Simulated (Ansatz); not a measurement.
The input, for Ansatz 0.2.0:

```yaml
crystal:
  periodic: [false, false, false]
  atoms:
    - {symbol: Ge, position_ang: [0.000000, -0.039432, 0.350294]}
    - {symbol: O, position_ang: [0.000000, 0.094882, -1.659223]}
    - {symbol: H, position_ang: [0.000000, 1.335650, 1.092558]}
basis:
  gaussian: {orbitals: cc-pVTZ}
magnetization: {spin_polarized: true, initial_magnetization: 3}
correlation: {method: ccsd_t, electrons: outside_noble_gas}
output: {forces: true}
```

```sh
$ ansatz run in.yaml --threads 1 --pin off --events-out ev --progress --plain --max-ram 5632MiB --backend cpu
```

Log:

```
543 factors; integrals over basis functions are off by at most 1.1e-3 eV
mean field evaluation 1: about -58523.7220 eV, gradient 1.3e1 eV
mean field evaluation 2: about -58523.7254 eV, gradient 1.3e1 eV
mean field evaluation 4: about -58524.9829 eV, gradient 2.9e0 eV
mean field evaluation 8: about -58525.1205 eV, gradient 2.0e-1 eV
mean field evaluation 16: about -58525.1236 eV, gradient 1.7e-2 eV
mean field evaluation 32: about -58525.1236 eV, gradient 1.3e-5 eV
mean field evaluation 64: about -58525.1236 eV, gradient 3.1e-3 eV
mean field evaluation 96: about -58522.9038 eV, gradient 1.4e1 eV
mean field evaluation 128: about -58525.0325 eV, gradient 6.4e0 eV
mean field evaluation 160: about -58525.1236 eV, gradient 6.4e-2 eV
...
cycle   2  -7.85866303 eV  change   -2.1e-8 eV  update   3.2e-6
cycle   3  -7.85866298 eV  change    5.1e-8 eV  update   2.3e-6
cycle   4  -7.85866330 eV  change   -3.2e-7 eV  update   7.1e-7
cycle   5  -7.85866294 eV  change    3.6e-7 eV  update   4.0e-7
cycle   6  -7.85866277 eV  change    1.7e-7 eV  update   2.0e-7
cycle   7  -7.85866269 eV  change    8.4e-8 eV  update   1.1e-7
cycle   8  -7.85866272 eV  change   -3.3e-8 eV  update   7.2e-8
cycle   9  -7.85866276 eV  change   -3.4e-8 eV  update   5.1e-8
cycle  10  -7.85866275 eV  change    3.2e-9 eV  update   3.6e-8
cycle  11  -7.85866276 eV  change   -4.0e-9 eV  update   2.9e-8
perturbative correction -0.29168415 eV, -0.0107191948 hartree
the calculation of the forces begins
the multipliers restart with 30 DIIS vectors
Total energy: -58533.33425388 eV, -2151.0603585112 hartree
Atom 0 at     0.000000    -0.039432     0.350294 Å, force    -0.000000     0.114927    -2.007426 eV/Å
Atom 1 at     0.000000     0.094882    -1.659223 Å, force     0.000000    -0.136297     1.991203 eV/Å
Atom 2 at     0.000000     1.335650     1.092558 Å, force    -0.000000     0.021371     0.016223 eV/Å
Dipole moment:    -0.000000    -0.009263     0.409084 e Å
```

Forces (eV/Å):
```
Ge   0.000  0.115 -2.007
O    0.000 -0.136  1.991
H    0.000  0.021  0.016
```

For the same geometry and basis UCCSDT(Q) lies 61.5 meV lower.

Ran on 1 thread of AMD EPYC 7R13, shared host: 1.8 min wall, 0.7 GiB peak host memory.
